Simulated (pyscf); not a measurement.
Single points on ωB97X-D3(BJ)/def2-SVP structures (PySCF, gas phase).

### Question
For the elementary gas-phase step F–N(F)–F (SMILES FN(F)F) + SiH₄ (SMILES [SiH4]) -> F–SiH₃ (SMILES F[SiH3]) + F–NH–F (SMILES FNF) (singlet surface; F–N, H–Si broken, F–Si, H–N formed), what barrier and reaction energy does M06-2X/def2-TZVP give, measured from the separated reactants?

### Answer
ΔE‡ = 62.6 kcal/mol, ΔE = -78.6 kcal/mol. ωB97M-D3(BJ)/def2-TZVP gives 60.9 kcal/mol and -75.4 kcal/mol. Zero-point energy shifts the barrier by -0.7 kcal/mol. It is a four-centre exchange, with an imaginary mode of 568i cm⁻¹. One saddle was located; it need not be the lowest between these sides. One closed-shell reference is unstable to symmetry breaking; treat the single-reference values with care.
